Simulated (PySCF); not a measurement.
Molecule: isopropenyl methyl ketone (SMILES C=C(C)C(C)=O).

Numbering as in the mapped SMILES `[CH2:1]=[C:2]([CH3:3])[C:4]([CH3:5])=[O:6]`. Each H is labelled by its parent atom. Ha(C1) is cis to C3; Hb(C1) is trans to C3.

Geometry PBE0-D3(BJ)/def2-SVP throughout; GIAO in PySCF 2.14.0 with density-fitted response routines, gas phase, one conformer, non-relativistic; equivalent atoms averaged; functional PBE0.

For orientation, cc-pVDZ gives these shifts δ (against TMS, H2O at the same level): C4 193.8, C2 147.2, C1 125.2, C3 20.5, O6 647.7, Hb(C1) 5.89, Ha(C1) 5.88, H(C5) 2.11, H(C3) 1.73 ppm.

A run gave: C4 206.7, C2 158.9, C1 134.1, C3 20.6, O6 669.7, Hb(C1) 6.16, Ha(C1) 6.07, H(C5) 2.33, H(C3) 1.87 ppm (shifts δ (against TMS, H2O at the same level)).

**Question.** Which basis set was used in that run?
A. IGLO-III
B. 6-31G
C. def2-TZVP
D. pcSseg-2
E. aug-cc-pVDZ

**Answer.** A. C4 tells them apart best: IGLO-III gives 206.7, aug-cc-pVDZ gives 196.2, 6-31G gives 193.1, def2-TZVP gives 202.1, pcSseg-2 gives 208.3 ppm.
